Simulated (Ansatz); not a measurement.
**C2H4F2: taking an electron away**

One table from this session's results is given with a row withheld; the runs are named, their logs left out.

The runs use Ansatz 0.2.0, Gaussian basis; unrestricted cation, the program's frozen cores in correlated methods.

Levels to be run: UKS PBE-D4/def2-TZVPP; UKS r2SCAN-D4/def2-TZVPP; UKS PBE0-D4/def2-TZVPP; UKS B3LYP-D4/def2-TZVPP; UKS wB97X-V/def2-TZVPP; UKS wB97M-V/def2-TZVPP; UKS B2PLYP/def2-TZVPP; UHF-CCSD(T)/def2-TZVPP; UHF-MP2/def2-QZVPP; extrapolation to the limit; then −ε(HOMO) from the neutral's earlier runs with LDA (SPW92), PBE-D4, revPBE-D4, BLYP-D4, r2SCAN-D4, B97M-V, PBE0-D4, B3LYP-D4, r2SCANh-D4, r2SCAN0-D4, HSE06-D4, BHLYP-D4, CAM-B3LYP-D4, LC-ωPBE, ωB97X-V, ωB97M-V.

### The geometry

An earlier PBE0-D4 in a triple-zeta def2 set relaxation fixed the geometry.

SMILES `FCCF`, 8 atoms, charge 0, spin multiplicity 1.

Atoms are counted from 1 here; the program's logs count them from 0.

Bond lengths: F1–C2 1.378 Å, C2–C3 1.498 Å, C2–H5 1.094 Å, C2–H6 1.095 Å, C3–F4 1.378 Å, C3–H7 1.095 Å, C3–H8 1.094 Å. Angles: F1–C2–C3 110.9°, F1–C2–H5 108.2°, F1–C2–H6 108.3°, C3–C2–H5 110.5°, C3–C2–H6 109.4°, H5–C2–H6 109.4°, C2–C3–F4 110.9°, C2–C3–H7 109.4°, C2–C3–H8 110.5°, F4–C3–H7 108.3°, F4–C3–H8 108.2°, H7–C3–H8 109.4°.

The first run:

The input, in.yaml:

```yaml
crystal:
  periodic: [false, false, false]
  atoms:
    - {symbol: F, position_ang: [-1.299983, 0.769579, 0.867503]}
    - {symbol: C, position_ang: [-0.104427, 0.709184, 0.185194]}
    - {symbol: C, position_ang: [0.229237, -0.703495, -0.183532]}
    - {symbol: F, position_ang: [-0.606933, -1.162312, -1.177940]}
    - {symbol: H, position_ang: [-0.190992, 1.329576, -0.711754]}
    - {symbol: H, position_ang: [0.682525, 1.112119, 0.832050]}
    - {symbol: H, position_ang: [1.260151, -0.749950, -0.551135]}
    - {symbol: H, position_ang: [0.122423, -1.361801, 0.683716]}
basis:
  gaussian: {orbitals: def2-TZVPP}
total_charge: 1
magnetization: {spin_polarized: true, initial_magnetization: 1}
hamiltonian: {xc: pbe, dispersion: d4}
```

On the command line:

```bash
ansatz run in.yaml --threads 4 --pin off --events-out ev --progress --plain --max-ram 10444MiB
```

Steps of the session up to this table: Cation, UKS PBE-D4/def2-TZVPP; Cation, UKS r2SCAN-D4/def2-TZVPP; Cation, UKS PBE0-D4/def2-TZVPP; Cation, UKS B3LYP-D4/def2-TZVPP; Cation, UKS wB97X-V/def2-TZVPP; Cation, UKS wB97M-V/def2-TZVPP; Cation, UKS B2PLYP (frozen core)/def2-TZVPP; Cation, UHF-CCSD(T)/def2-TZVPP; Cation, UHF-MP2/def2-QZVPP.

One table of the session follows, with a row left open; its other results are not shown here.

Orbital estimates, from the neutral's runs:

```
  functional  −ε(HOMO) (eV)
 LDA (SPW92)           7.91
      PBE-D4           7.75
   revPBE-D4           7.69
     BLYP-D4           7.72
   r2SCAN-D4           8.15
      B97M-V           8.34
     PBE0-D4           9.55
    B3LYP-D4           9.32
  r2SCANh-D4           8.82
  r2SCAN0-D4           9.82
    HSE06-D4           9.13
    BHLYP-D4          11.30
CAM-B3LYP-D4          11.09
     LC-ωPBE          12.36
     ωB97X-V              ?
     ωB97M-V          11.98
```

Estimate the missing values for ωB97X-V.

The run gave: −ε(HOMO) (eV): 12.05. In the column «−ε(HOMO) (eV)» it lies between ωB97M-V (11.98) and LC-ωPBE (12.36).
